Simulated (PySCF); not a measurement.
# SiH3F (SMILES F[SiH3]): B2PLYP/STO-3G

Aim: the vertical singlet–triplet gap of SiH3F at B2PLYP/STO-3G, from 2 runs. The job is set up through a Python script.

The calculation is run with PySCF 2.14.0.

9 further runs of the same task are left out: 3 that didn't finish, 6 set aside as unsound or not needed.

### Step 1. The system as given

SiH3F has 5 atoms, charge 0, and is taken as a singlet. SMILES: `F[SiH3]`. The coordinates come from a PBE0-D4/def2-TZVP relaxation.

Bond lengths: F1–Si2 1.600 Å, Si2–H3 1.482 Å, Si2–H4 1.482 Å, Si2–H5 1.482 Å. Angles: F1–Si2–H3 108.3°, F1–Si2–H4 108.3°, F1–Si2–H5 108.3°, H3–Si2–H4 110.6°, H3–Si2–H5 110.6°, H4–Si2–H5 110.6°.

### Step 2. The energy at B2PLYP/STO-3G

Contents of start.xyz:

```xyz
5

F     -1.274600     0.162800     0.858000
Si     0.043300    -0.019300    -0.030700
H     -0.367800    -0.192600    -1.443700
H      0.768600    -1.217900     0.451600
H      0.880500     1.193400     0.123400
```

Contents of input.py:

```python
from pyscf import gto, dft, mp

molecule = gto.Mole()
molecule.atom = 'start.xyz'
molecule.spin = 0
molecule.verbose = 3
molecule.basis = 'sto-3g'
molecule.max_memory = 1860
molecule.build()

mf = dft.RKS(molecule)
mf.xc = '0.53*HF + 0.47*B88, 0.73*LYP'
mf.grids.level = 5
mf.conv_tol = 1e-10
mf.kernel()
if not mf.converged:
    mf = mf.newton().run(mf.mo_coeff, mf.mo_occ)

pt = mp.MP2(mf, frozen=6).run()
energy = mf.e_tot + 0.27 * pt.e_corr
print('PT2 part  %.8f' % (0.27 * pt.e_corr))
print('E = %.10f Eh' % energy)
```

Launch:

```bash
$ OMP_NUM_THREADS=1 python input.py
```

The program printed:

```text
converged SCF energy = -386.03932283814
E(RMP2) = -386.115555061136  E_corr = -0.0762322229951894
E(SCS-RMP2) = -386.124847014113  E_corr = -0.0855241759727275
PT2 part  -0.02058270
E = -386.0599055383 Eh
```

It took 3.9 s on 1 thread of Arm Neoverse N1, shared host; peak memory 0.19 GiB.

### Step 3. The triplet, same level

Contents of input.xyz:

```xyz
5

F     -1.274600     0.162800     0.858000
Si     0.043300    -0.019300    -0.030700
H     -0.367800    -0.192600    -1.443700
H      0.768600    -1.217900     0.451600
H      0.880500     1.193400     0.123400
```

Contents of job.py:

```python
from pyscf import gto, dft, mp

mol = gto.M(
    atom='input.xyz',
    verbose=3,
    max_memory=1860,
    spin=2,
    basis='sto-3g',
)

calc0 = dft.UKS(mol)
calc0.xc = '0.53*HF + 0.47*B88, 0.73*LYP'
calc0.conv_tol = 1e-10
calc0.grids.level = 5
calc0.kernel()
if not calc0.converged:
    calc0 = calc0.newton().run(calc0.mo_coeff, calc0.mo_occ)

pt = mp.MP2(calc0, frozen=6).run()
e_tot = calc0.e_tot + 0.27 * pt.e_corr
print('PT2 part  %.8f' % (0.27 * pt.e_corr))
print('E(%s) = %.9f' % ('B2PLYP', e_tot))
```

Launch:

```bash
$ OMP_NUM_THREADS=1 python job.py
```

The program printed:

```text
WARN: HOMO 0.199528095374128 >= LUMO -0.360050004601013

WARN: HOMO 0.226677236042495 >= LUMO 0.0697364745029403

WARN: HOMO 0.195065141052307 >= LUMO -0.0548215191364886

WARN: HOMO 0.146972871911989 >= LUMO -0.0301595043995678

WARN: HOMO 0.134760120257971 >= LUMO -0.0247677535510655

WARN: HOMO 0.121625806211625 >= LUMO -0.0177157323798404

WARN: HOMO 0.116965355910866 >= LUMO -0.0169898633938363

WARN: HOMO 0.115672725654332 >= LUMO -0.0189245517117328

WARN: HOMO 0.114906307110488 >= LUMO -0.0180708698219016

WARN: HOMO 0.114946414324002 >= LUMO -0.0183448480406104

WARN: HOMO 0.115075028463218 >= LUMO -0.0183596677104922

WARN: HOMO 0.114975869208009 >= LUMO -0.0183156010933612

WARN: HOMO 0.115010002016083 >= LUMO -0.0183644913599171

WARN: HOMO 0.115007416772896 >= LUMO -0.0183501463520479

WARN: HOMO 0.115010931035182 >= LUMO -0.0183511461423824

WARN: HOMO 0.115010817997879 >= LUMO -0.0183514000988038

WARN: HOMO 0.115010724652967 >= LUMO -0.0183514988385248

WARN: HOMO 0.115010711137073 >= LUMO -0.0183515291755727

WARN: HOMO 0.115010716989271 >= LUMO -0.0183515134543145

WARN: HOMO 0.115010717661759 >= LUMO -0.0183515111718943

WARN: HOMO 0.115010720576466 >= LUMO -0.0183515004916286

WARN: HOMO 0.115010742624161 >= LUMO -0.0183514871651403

converged SCF energy = -385.65854286856  <S^2> = 2.0012359  2S+1 = 3.0008238
E(UMP2) = -385.711795980897  E_corr = -0.0532531123365559
E(SCS-UMP2) = -385.718479330325  E_corr = -0.0599364617647476
PT2 part  -0.01437834
E(B2PLYP) = -385.672921209
```

Wall time 11 s (1 thread of Arm Neoverse N1, shared host); peak memory 0.2 GiB.

### Step 4. Results

At B2PLYP/STO-3G, 6 core orbitals frozen:

```
                                        quantity          value
                           singlet: total energy  -386.05991 Eh
               singlet: dipole moment (SCF part)         0.81 D
      singlet: HOMO energy (SCF part's orbitals)       -7.30 eV
      singlet: LUMO energy (SCF part's orbitals)       10.11 eV
    singlet: HOMO–LUMO gap (SCF part's orbitals)       17.41 eV
                           triplet: total energy  -385.67292 Eh
               triplet: dipole moment (SCF part)         1.79 D
                                   triplet: ⟨S²⟩          2.001
vertical energy of the triplet above the singlet      10.530 eV
```

At this shape the triplet lies 10.53 eV (243 kcal/mol) above the singlet. In a minimal basis such a difference can be off by several eV, whatever the method. Mulliken charges (singlet) run from -0.29 on F1 to +0.74 on Si2.
